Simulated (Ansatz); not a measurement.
dimethyl sulfide cation (C2H6S), SMILES CSC (connectivity only; charge and spin as stated), charge +1, multiplicity 2.

Geometry optimised at ωB97X-D3(BJ)/def2-TZVP. The spin state was assumed, not searched.

Two levels are set side by side: PBE/def2-SVPD (Ansatz, a quantum-chemistry and plane-wave program) and PBE0/def2-SVPD (Ansatz). Energy differences of separate SCF runs at the same geometry; the states with an electron removed or added have multiplicity 1 and 1. Differences are taken from unrounded values.

```
quantity                           PBE
-------------------------------  -----
vertical ionisation energy (eV)  16.83
vertical electron affinity (eV)   8.42
```

These are the PBE values. What does PBE0 give? (The exact figures need the calculation; the answer reports its results.)


```json
[
 {"quantity": "vertical ionisation energy (eV)", "PBE0": "17.22", "PBE minus PBE0": "-0.39"},
 {"quantity": "vertical electron affinity (eV)", "PBE0": "8.49", "PBE minus PBE0": "-0.08"}
]
```
